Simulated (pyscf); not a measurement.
Structures and frequencies: ωB97X-D3(BJ)/def2-SVP in PySCF.

Q: Estimate the classical barrier height and the reaction energy of HO–Si(F)(Cl)–Cl (SMILES O[Si](F)(Cl)Cl) + HCl (SMILES Cl) -> HO–Si(Cl)(Cl)–Cl (SMILES O[Si](Cl)(Cl)Cl) + HF (SMILES F) at M06-2X/def2-TZVP. The step runs on the singlet surface, breaks F–Si, Cl–H and forms Cl–Si, F–H; take the separated reactants as zero.

A: ΔE‡ = 171.2 kJ/mol, ΔE = +55.0 kJ/mol. ωB97M-D3(BJ)/def2-TZVP gives 167.5 kJ/mol and +53.9 kJ/mol. Zero-point energy shifts the barrier by +2.7 kJ/mol. It is a four-centre exchange, with an imaginary mode of 649i cm⁻¹. On the product side the descent ends in a complex, 26.7 kJ/mol under the separated species and 144.4 kJ/mol under the saddle at ωB97X-D3(BJ)/def2-TZVP. One saddle was located; it need not be the lowest between these sides.
